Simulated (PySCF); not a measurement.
Stepwise substitution at one centre (Si OH-H). Gas-phase values, no solvent. One relaxed conformer stands for each flexible species; it need not be the lowest. Strings in code marks are SMILES.

The HOMO from two functionals at the same geometries (PBE0-D3(BJ)/def2-TZVP), both in PySCF: PBE-D3(BJ)/def2-TZVP and PBE0-D3(BJ)/def2-TZVP. 

```tsv
species	PBE0-D3(BJ)/def2-TZVP (eV)
0 of 4 OH replaced by H (`O[Si](O)(O)O`)	-9.11
2 of 4 OH replaced by H (`O[SiH2]O` (H–O–Si–O torsion 66°, O–Si–O–H torsion 66°))	-8.89
3 of 4 OH replaced by H (`O[SiH3]`)	-8.73
4 of 4 OH replaced by H (`[SiH4]`)	-9.86
```

**Question.** What does PBE-D3(BJ)/def2-TZVP give for each?

**Answer.** 
- 0 of 4 OH replaced by H (`O[Si](O)(O)O`): -7.33
- 2 of 4 OH replaced by H (`O[SiH2]O` (H–O–Si–O torsion 66°, O–Si–O–H torsion 66°)): -7.37
- 3 of 4 OH replaced by H (`O[SiH3]`): -7.21
- 4 of 4 OH replaced by H (`[SiH4]`): -8.51
Over these rows, drawn at random from the members with no instability flagged (it was tested for open shells, ions and some series alone), PBE minus PBE0-D3(BJ): mean +1.54 eV, from +1.35 eV to +1.78 eV.
